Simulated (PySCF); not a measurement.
An unknown is described by computed data only.

Formula: C5H6.

| Item | Value |
| --- | --- |
| Polarisability | 59.6 au [PBE0/def2-SVPD] |
| 13C NMR | chemical shifts (computed TMS as zero) by class: 151.7 (1 C), 134.2 (1 C), 127.5 (1 C), 62.4 (1 C), 13.7 (1 C) ppm [GIAO PBE0/pcSseg-1] |
| UV, strongest line | among the 6 lowest singlet transitions: S5 at 6.48 eV (191 nm, f = 0.029) [TDDFT PBE0/def2-SVPD] |
| Rotational structure | rotational constants A, B, C: 12.178, 3.855, 2.982 GHz [GFN2-xTB] |
| UV, first state | lowest singlet excitation: 4.57 eV (271 nm, f = 0.027) [TDDFT PBE0/def2-SVPD] |
| Dipole | 2.46 D [PBE0/def2-SVPD] |
| Triplet | lowest triplet excitation (Tamm–Dancoff): 3.45 eV [TDA PBE0/def2-SVPD] |
| 1H NMR | chemical shifts (computed TMS as zero) by class: 7.72 (1 H), 3.89 (1 H), 3.86 (1 H), 2.41 (3 H) ppm [GIAO PBE0/pcSseg-1] |

Gas-phase values; electronic properties from PySCF, density fitting. Levels stand in brackets. NMR shifts are as computed; neighbouring signals can stand in another order in a measured spectrum. Isolated species at its GFN2-xTB geometry, gas phase. NMR values are class means; diastereotopic atoms form classes of their own.

Task: What is the compound? Reason from the data.

Result: Numbering: `[CH2:1]=[C:2]1[CH:3]=[C:4]1[CH3:5]`. Its formula, C5H6, gives 3 degrees of unsaturation: 1 ring and 2 π bonds in the structure found. 5 carbons fall into 5 classes; from least to most shielded: fully substituted alkene carbon [C4] (151.7 ppm), alkene CH carbon [C3] (134.2 ppm), fully substituted alkene carbon [C2] (127.5 ppm), terminal =CH2 carbon [C1] (62.4 ppm), allylic carbon [C5] (13.7 ppm). Hydrogen classes from least to most shielded: 1 H on an alkene CH carbon, C3 (7.72 ppm), 1 H on a terminal =CH2 carbon, C1 (3.89 ppm), 1 H on a terminal =CH2 carbon, C1 (3.86 ppm), 3 H on an allylic carbon, C5 (2.41 ppm). The optimised geometry has point group Cs and is an asymmetric top. Structure: `C=C1C=C1C`. Computed isomers that give other values at the same levels: `C=C=CC=C` (rotational constant A: 35.073 GHz; this holds for the one conformer computed); `C=CC#CC` (13C chemical shifts (computed TMS as zero) by class: 134.0 (1 C), 125.9 (1 C), 97.7 (1 C), 85.7 (1 C), 5.8 (1 C) ppm); `C#CCC=C` (13C chemical shifts (computed TMS as zero) by class: 143.1 (1 C), 123.1 (1 C), 86.1 (1 C), 76.4 (1 C), 27.9 (1 C) ppm). The assignments are read from this structure; whether some other isomer fits the data as well wasn't checked.
